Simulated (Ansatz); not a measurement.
C4H6O can be A, `C=COC=C`, or B, `C=C=COC`.

Computed with Ansatz on PBE0-D4/def2-TZVP structures; ΔE is electronic, products minus reactants. CCSD(T)/CBS is the MP2 limit (def2-TZVPP, def2-QZVPP) plus CCSD(T) − MP2 in def2-TZVPP, frozen cores. Functionals use def2-TZVPP. B3LYP here is the variant with VWN-RPA as its local correlation; programs differ in this. One conformer a species, not always the lowest.

Problem. Which is lower in electronic energy at CCSD(T)/CBS, and by how much? (Best estimate.)

Solution. Ansatz gave: A, by 15.7 kcal/mol.

Problem. Give E(B) − E(A) in kcal/mol with B3LYP-D4, HF/def2-TZVPP, r2SCAN-D4, CCSD/def2-TZVPP, B3LYP, PBE0-D4, ωB97M-V. (Best estimate.)

Solution. The calculation gave: B3LYP-D4 14.6, HF/def2-TZVPP 16.9, r2SCAN-D4 14.6, CCSD/def2-TZVPP 15.5, B3LYP 14.5, PBE0-D4 14.7, ωB97M-V 15.3. None reverses the order clearly.

Largest T1 diagnostic: 0.013.

From PBE to PBE0 (25 % exact exchange), in def2-TZVPP and without D4, E(B) − E(A) moves by +0.9 kcal/mol. In def2-TZVPP, CCSD(T) changes the Hartree–Fock value by −1.5 kcal/mol (the triples alone add −0.1 kcal/mol) and MP2 by −1.4 kcal/mol.
